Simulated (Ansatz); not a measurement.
# C2H5S: the cost of one run

Method: RKS BLYP/def2-SVP, in Ansatz 0.2.0.

## Step 1: The structure to begin with

Bond lengths: C1–S2 1.612 Å, S2–C3 1.798 Å, C1–H4 1.081 Å, C1–H5 1.081 Å, C3–H6 1.086 Å, C3–H7 1.089 Å, C3–H8 1.090 Å. Angles: C1–S2–C3 104.7°, S2–C1–H4 118.8°, S2–C1–H5 124.1°, H4–C1–H5 117.1°, S2–C3–H6 111.8°, S2–C3–H7 108.1°, S2–C3–H8 108.5°, H6–C3–H7 110.3°, H6–C3–H8 110.1°, H7–C3–H8 107.9°.

As a file:

```xyz
8

C    -0.8615    0.8328   -0.9180
S     0.1130   -0.4494   -0.9974
C     0.6971   -0.6818    0.6866
H    -1.3513    1.1711   -1.8208
H    -1.0650    1.3846   -0.0112
H     0.5451    0.2059    1.2927
H     1.7551   -0.9342    0.6450
H     0.1674   -1.5290    1.1231
```

## Step 2: End point A

Contents of input.yaml:

```yaml
crystal:
  periodic: [false, false, false]
  atoms:
    - { symbol: C, position_ang: [-0.86148, 0.83283, -0.91797] }
    - { symbol: S, position_ang: [0.11305, -0.44935, -0.99739] }
    - { symbol: C, position_ang: [0.69707, -0.68183, 0.68663] }
    - { symbol: H, position_ang: [-1.35131, 1.17112, -1.82077] }
    - { symbol: H, position_ang: [-1.06495, 1.38458, -0.01124] }
    - { symbol: H, position_ang: [0.54508, 0.20588, 1.29273] }
    - { symbol: H, position_ang: [1.75514, -0.93419, 0.64495] }
    - { symbol: H, position_ang: [0.1674, -1.52904, 1.12305] }
total_charge: 1
basis:
  gaussian: { orbitals: def2-SVP }
hamiltonian:
  xc: blyp
relax:
  f_tol: 0.02
  max_steps: 50
```

Run with:

```sh
$ ansatz run input.yaml --threads 1 --pin off --max-ram 2048MiB --backend cpu --events-out ev --progress --plain --runs-dir out
```

What time and memory should one allow on 1 thread of Intel Xeon at 2.70GHz, shared host?

About 16 s, with a peak of 0.13 GiB.
